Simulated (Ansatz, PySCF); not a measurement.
Gas-phase enthalpy of formation at 298 K, by the atomisation route, of COC (SMILES; C2H6O, methoxymethane). Geometries: B3LYP-D3(BJ)/def2-TZVP minima from Ansatz (a quantum-chemistry and plane-wave program). Cores are frozen in the correlated levels unless marked. UHF or UKS for open shells. No spin-orbit coupling. Non-relativistic. Basis-set limits of correlation are two-point, X^-3; Hartree-Fock from the larger set. The bracket is a focal-point correction in the basis named. Thermal terms are rigid-rotor harmonic-oscillator values from B3LYP-D3(BJ) frequencies (PySCF) at 298.15 K and 1 atm. 1 Eh = 627.5095 kcal/mol.

```tsv
species	count	E, RI-MP2/CBS(aug-cc-pVTZ,aug-cc-pVQZ)+[CCSD(T)-MP2]/aug-cc-pVTZ (Ansatz) (Eh)	E, PBE/def2-TZVPD (Ansatz) (Eh)	measured ΔHf at 0 K (kcal/mol)	H(298) - H(0) of the element (kcal/mol)
COC	1	-154.86107	-154.88966	-	-
C atom	2	-37.79159	-37.79605	169.98	0.25
H atom	6	-0.49995	-0.49962	51.63	1.01
O atom	1	-75.00563	-75.01069	58.99	1.04
```

Molecule: zero-point energy 49.84, H(298) - H(0) 3.31 kcal/mol. The route leaves out scalar relativity and anharmonic zero-point terms, the atoms' spin-orbit terms, and in the frozen-core level the core correlation. Atomic data: G2/97 table in ASE.

Q: Work out De, D0 and ΔHf at 0 and 298 K at both levels, and their errors against the measured value.

A: 
The atoms' values sum to 708.73 (0 K) and 7.60 (thermal), in kcal/mol.
- RI-MP2/CBS(aug-cc-pVTZ,aug-cc-pVQZ)+[CCSD(T)-MP2]/aug-cc-pVTZ: De = 798.54; D0 = 798.54 - 49.84 = 748.70; ΔHf(0 K) = 708.73 - 748.70 = -39.97; ΔHf(298 K) = -39.97 + 3.31 - 7.60 = -44.26; error -0.3.
- PBE/def2-TZVPD: De = 808.95; D0 = 808.95 - 49.84 = 759.11; ΔHf(0 K) = 708.73 - 759.11 = -50.38; ΔHf(298 K) = -50.38 + 3.31 - 7.60 = -54.67; error -10.7.
Measured: -44.0 kcal/mol (Active Thermochemical Tables 1.112 (ions: stationary electron), as tabulated in the package chemicals).
